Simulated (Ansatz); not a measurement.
System: fcc Pb. Method: PBEsol (PAW; Ansatz, a first-principles code).

Numerical settings: plane-wave cutoff 500 eV, 16×16×1 k mesh (along the axes of the cell as run), Fermi–Dirac smearing 0.1 eV, scalar-relativistic PAW data made under PBE.

**Question.** Estimate the surface energy of the (100) face and work function of the (100) face that the calculation returns.

**Answer.** 
surface energy of the (100) face: 0.42 J/m²
work function of the (100) face: 3.86 eV

The slab of 6 atoms is relaxed and unreconstructed.

Spin–orbit coupling is not included; it can shift volumes and moduli of such heavy elements.

Computed values are for the static lattice.
